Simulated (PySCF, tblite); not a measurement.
# C5H9O radical: geometry, infrared bands and EPR parameters

Wanted: the infrared bands and EPR parameters of C5H9O radical (`[CH2][C@H](O)CC=C`), by calculation.

Computed with tblite 0.8.0 and PySCF 2.14.0, with density-fitted response routines of our own, on a single molecule in the gas phase. Atoms are numbered from 0 throughout.

### 1 Starting geometry

15 atoms, charge 0, multiplicity 2; geometry from: force field or distance geometry start.

Bonds of the start (Å): C0–C1 1.51, C1–O2 1.40, C1–C3 1.51, C3–C4 1.51, C4–C5 1.33, C0–H6 1.11, C0–H7 1.10, C1–H8 1.12, O2–H9 0.98, C3–H10 1.10, C3–H11 1.10, C4–H12 1.08, C5–H13 1.10, C5–H14 1.09.

### 2 Geometry optimisation with GFN2-xTB

Job settings and geometry (Å):

```
{"job": {"kind": "relax", "xc": "GFN2-xTB", "basis": "xTB"}, "charge": 0, "multiplicity": 2}
C     -2.250600     0.487100    -0.031600
C     -1.004800    -0.367700    -0.080600
O     -0.909300    -0.998700     1.167400
C      0.197200     0.483300    -0.419300
C      1.439600    -0.381600    -0.442000
C      2.424100    -0.064300     0.401700
H     -3.088500    -0.116000    -0.431500
H     -2.099900     1.449500    -0.553100
H     -1.165400    -1.176500    -0.841000
H     -1.175500    -0.449200     1.935700
H      0.370100     1.275900     0.327900
H      0.112000     0.927700    -1.417700
H      1.536400    -1.213000    -1.121800
H      3.360100    -0.640600     0.427700
H      2.250000     0.792100     1.056200
```

On the command line:

```
$ OMP_NUM_THREADS=1 python probes_run.py task.json out
```

One launch serves the whole session: the jobs run in the order shown.

**Question.** This job is followed by: GFN2-xTB harmonic vibrations, gas phase; UKS B3LYP, pcH-1 on C H O, non-relativistic, mean-field spin-orbit, GIAO. Predict these results of the whole session: strongest single infrared mode (GFN2-xTB); zero-point energy (GFN2-xTB); g(iso) (B3LYP); ⟨S²⟩; largest a(iso) (averaged by class); surface potential, 1st and 99th percentile.

The runs gave:

| quantity | value |
| --- | --- |
| strongest single infrared mode (GFN2-xTB) | 1037 cm⁻¹, 83 km/mol |
| zero-point energy (GFN2-xTB) | 77.0 kcal/mol |
| g(iso) (B3LYP) | 2.00251 |
| ⟨S²⟩ | 0.754 (exact 0.75) |
| largest a(iso) (averaged by class) | 13C on C0, 92.9 MHz |
| surface potential, 1st and 99th percentile | -1.71 V and 2.06 V |

What this shows: Relaxing lowered the energy by 0.701 eV in 136 steps; the close pair that moved most is C1–C3, from 1.511 to 1.574 Å. No mode is imaginary among the 39: a minimum at this level. The strongest single mode, at 1037 cm⁻¹, is spread over many atoms; the largest shares are those of C1, O2. Unscaled tight-binding wavenumbers are off by several per cent, some by more. Its intensities can rank the bands wrongly. Most of the unpaired spin sits on C0 (1.08 e). The isotropic g lies 0.2 ppt above the free-electron value.
